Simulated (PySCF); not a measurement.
These are PBE-D3(BJ)/def2-TZVP // B3LYP-D3(BJ)/def2-TZVP (PySCF 2.14.0) values and carry that method's errors. Gas-phase values, no solvent. Excitations are Tamm–Dancoff values on a coarser integration grid. The basis has no diffuse functions, so Rydberg states are missing or too high.

Reference species (SMILES): `C#C` (neutral, multiplicity 1).

```
Item                    Value
-------------------  --------
S1 excitation (TDA)   6.99 eV
LUMO                 -0.18 eV
```

Changed species: `C(#C)C=O` (X = formyl; the reference has X = H).

Task: What does the change do to the S1 excitation (TDA) and LUMO?

Result: the S1 excitation (TDA) decreases by 3.50 eV, to 3.49 eV; the LUMO falls by 3.04 eV, to -3.22 eV.
